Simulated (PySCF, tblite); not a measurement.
# CH2BN− (doublet): geometry, infrared bands and EPR parameters

Wanted: the infrared bands and EPR parameters of CH2BN− (doublet) (`[BH2-]C#N`), by calculation.

Programs: tblite 0.8.0 and PySCF 2.14.0, with density-fitted response routines of our own. Each step states its level of theory. These are calculated values for one molecule in the gas phase, unless marked as measured. Atoms are numbered from 0 throughout.

### Step 1. Starting geometry

5 atoms, charge -1, multiplicity 2; geometry from: force field or distance geometry start.

Bonds of the start (Å): B0–C1 1.53, C1–N2 1.17, B0–H3 1.21, B0–H4 1.19.

### Step 2. Relaxing the molecule with GFN2-xTB

What the job is given:

```
{"job": {"kind": "relax", "xc": "GFN2-xTB", "basis": "xTB"}, "charge": -1, "multiplicity": 2}
B     -0.636100     0.002000     0.331700
C      0.873400    -0.008200     0.070700
N      2.029000    -0.029500    -0.105300
H     -1.115700     0.996300    -0.154800
H     -1.141900    -0.957600    -0.159500
```

Launch:

```bash
$ OMP_NUM_THREADS=1 python probes_run.py task.json out
```

This one command runs all jobs of the session in turn.

What it wrote:

```text
step      E/eV     max force
  0    -201.43015    2.281
  1    -201.46772    3.387
  2    -201.58075    1.281
  3    -201.65873    1.436
  4    -201.74538    1.923
  5    -201.80935    0.867
  6    -201.82220    0.528
  7    -201.83644    0.717
  8    -201.84540    0.894
  9    -201.85693    0.707
 10    -201.86187    0.221
 11    -201.86258    0.057
 12    -201.86277    0.077
 13    -201.86298    0.050
 14    -201.86302    0.023
 15    -201.86302    0.004
```

Run time: 0.03 s. Hardware: 1 thread of Arm Neoverse V2, shared host.

The steps of the relaxation:

| step | energy from step 0 (eV) | largest force (eV/Å) |
| --- | --- | --- |
| 0 | 0.0000 | 2.2809 |
| 1 | -0.0376 | 3.3869 |
| 2 | -0.1506 | 1.2807 |
| 3 | -0.2286 | 1.4364 |
| 4 | -0.3152 | 1.9234 |
| 5 | -0.3792 | 0.8673 |
| 6 | -0.3921 | 0.5276 |
| 7 | -0.4063 | 0.7167 |
| 8 | -0.4153 | 0.8937 |
| 9 | -0.4268 | 0.7066 |
| 10 | -0.4317 | 0.2205 |
| 11 | -0.4324 | 0.0573 |
| 12 | -0.4326 | 0.0773 |
| 13 | -0.4328 | 0.0500 |
| 14 | -0.4329 | 0.0231 |
| 15 | -0.4329 | 0.0041 |

Close pairs (by a distance rule), those that changed most:

```
 bond  before (Å)  after (Å)  change (Å)
B0–C1       1.532      1.464      -0.068
C1–N2       1.169      1.188      +0.019
B0–H4       1.191      1.210      +0.019
B0–H3       1.206      1.210      +0.003
```

The final coordinates are the input of the step that follows.

### Step 3. Harmonic vibrations with GFN2-xTB

What the job is given:

```
{"job": {"kind": "ir", "xc": "GFN2-xTB", "basis": "xTB"}, "charge": -1, "multiplicity": 2}
B     -0.573163     0.008802    -0.006273
C      0.890657    -0.011830     0.001306
N      2.078583    -0.029070     0.007378
H     -1.179204     1.055636    -0.004914
H     -1.208251    -1.020686    -0.014682
```

What it wrote:

```text
mode    cm-1     km/mol
  1     320.2     23.52
  2     369.4     24.95
  3     572.8     72.59
  4     808.0     19.84
  5     980.6     29.67
  6    1199.7    119.18
  7    2112.9    544.26
  8    2201.6    626.43
  9    2282.8    265.78
```

Run time: 0.03 s. Hardware: 1 thread of Arm Neoverse V2, shared host.

Which atoms move in the most intense modes:

| cm⁻¹ | km/mol | atoms |
| --- | --- | --- |
| 320 | 23.5 | C1 50 %, N2 21 %, H4 14 %, H3 14 % |
| 369 | 24.9 | C1 68 %, N2 20 % |
| 573 | 72.6 | H3 37 %, H4 37 %, B0 25 % |
| 981 | 29.7 | B0 28 %, N2 22 %, H4 22 %, H3 22 % |
| 1200 | 119.2 | B0 38 %, H4 28 %, H3 28 % |
| 2113 | 544.3 | C1 59 %, N2 35 % |
| 2202 | 626.4 | H4 45 %, H3 45 %, B0 10 % |
| 2283 | 265.8 | H3 46 %, H4 45 % |

### Step 4. g tensor and hyperfine couplings: B3LYP/pcH-1

The job, as its differences from that of step 3:

```diff
@@ -1,2 +1,2 @@
-{"job": {"kind": "ir", "xc": "GFN2-xTB", "basis": "xTB"}, "charge": -1, "multiplicity": 2}
+{"job": {"kind": "epr", "basis": "pcH-1"}, "charge": -1, "multiplicity": 2}
 B     -0.573163     0.008802    -0.006273
```

Method: UKS B3LYP, pcH-1 on B C H N, non-relativistic, mean-field spin-orbit, GIAO.

What it wrote:

```text
UKS, coarse grid
  cycle   1  E = -118.87323127  |g| = 2.73e-01
  cycle   2  E = -118.85039959  |g| = 3.91e-01
  cycle   3  E = -118.91592251  |g| = 1.43e-01
  cycle   4  E = -118.92591139  |g| = 2.53e-02
  cycle   5  E = -118.92623049  |g| = 8.09e-03
  cycle   6  E = -118.92627931  |g| = 2.50e-03
  cycle   7  E = -118.92629303  |g| = 7.87e-04
  cycle   8  E = -118.92629484  |g| = 3.05e-04
UKS, final grid
  cycle   1  E = -118.92629536  |g| = 3.71e-04
  cycle   2  E = -118.92629514  |g| = 8.90e-04
  cycle   3  E = -118.92629549  |g| = 8.48e-05
  cycle   4  E = -118.92629551  |g| = 6.97e-05
  cycle   5  E = -118.92629552  |g| = 1.38e-05
internal stability: stable
E = -118.92629552 Eh   <S^2> = 0.7587 (exact 0.7500)
g shifts (ppm)      1          2          3
  rmc          -110       -110       -110
  gc             27         -4         18
  oz_so        -116         51        736
  total        -199        -63        644
hyperfine (MHz)  atom isotope    a_iso     a_fc   dipolar eigenvalues
    0   11B      36.69      36.69    -33.23    -32.88     66.11
    1   13C     -47.80     -47.80     -7.75     -4.11     11.86
    2   14N       9.19       9.19    -16.49    -13.00     29.49
    3    1H     -43.61     -43.61    -16.90      3.16     13.73
    4    1H     -43.62     -43.62    -16.89      3.16     13.73
```

Wall time 7.9 s (1 thread of Arm Neoverse V2, shared host); peak memory 0.3 GiB.

Principal g values 2.00212, 2.00226, 2.00296; g(iso) = 2.00245, against 2.00232 for a free electron.

Mean a(iso) over the nuclei that a row names, and the largest dipolar term of the row (other rows stand at the frozen geometry):

| nuclei | isotope | a(iso) (MHz) | a(iso) (G, at g = 2.0023) | largest dipolar term (MHz) |
| --- | --- | --- | --- | --- |
| C1 | 13C | -47.8 | -17.1 | 11.9 |
| H3, H4 | 1H | -43.6 | -15.6 | -16.9 |
| B0 | 11B | 36.7 | 13.1 | 66.1 |
| N2 | 14N | 9.2 | 3.3 | 29.5 |

Mulliken spin populations:

```csv
atom,value (e)
B0,0.89
C1,-0.12
N2,0.34
H3,-0.05
H4,-0.05
```

In first order the couplings over 0.8 MHz of 1H, 11B, 14N give 36 distinct lines over 77.0 G, if the averaged nuclei exchange fast.

Orbitals, density, ELF and potential are computed afterwards from the orbital file.

ELF in a plane through or near 5 of the atoms.

Ten even steps from ' ' (0.00) to '@' (1.00):
```
                                                        
                                                        
                                ......                  
                              ==**####**--              
                            ..##@@@@@@@@##..            
          ..::::::::....    ::@@@@@@@@@@@@++..          
        ..--======----::..  --@@@@@@@@@@@@**..          
      ::==######******++++----@@@@@@@@@@@@==..          
    ..++##%%@@##**%%**==**##==--##@@@@%%++..            
    ::**%%@@@@..::%%::--::%%--##::++**==::              
    ::**%%@@@@..::%%::::::@@--##..++**==..              
    ..++##%%@@##**%%**==**##==--**@@@@%%++..            
      ::==######******++++----@@@@@@@@@@@@==..          
        ..--======----::..  --@@@@@@@@@@@@**..          
          ..::::::::....    ::@@@@@@@@@@@@++..          
                            ..##@@@@@@@@##::            
                              ==**%%##**--              
                                ......                  
                                                        
                                                        
```
The map spans 9.4 Å across and 7.3 Å up, centred on the molecule. Atoms in the plane (x, y in Å): B0 (0.6, 0.0), C1 (-0.9, 0.0), N2 (-2.1, 0.0), H3 (1.2, 1.0), H4 (1.2, -1.0).

On the surface of density 0.002 e/bohr³ the electrostatic potential runs, from the 1st to the 99th percentile, from -5.92 V near N2 to -4.53 V near H4.

The spin density lies nearest to B0 41 %; N2 26 %; C1 12 % (both signs); H3, H4 about 10 % each.

### Step 5. Summary of results

| quantity | value |
| --- | --- |
| strongest single infrared mode (GFN2-xTB) | 2202 cm⁻¹, 626 km/mol |
| zero-point energy (GFN2-xTB) | 15.5 kcal/mol |
| g(iso) (B3LYP) | 2.00245 |
| ⟨S²⟩ | 0.759 (exact 0.75) |
| largest a(iso) (averaged by class) | 13C on C1, -47.8 MHz |

**Reading.** The optimisation took 15 steps and gained 0.433 eV; among the close pairs (by a distance rule), B0–C1 changed most, from 1.532 to 1.464 Å. All 9 modes are real, so the xTB geometry is a minimum. The strongest single mode, at 2202 cm⁻¹, moves mainly H4 and H3. GFN2-xTB is a fitted tight-binding method: band positions and strengths are rough. Its intensities can rank the bands wrongly. B0 carries the largest spin population, 0.89 e. The isotropic g lies 0.1 ppt above the free-electron value.
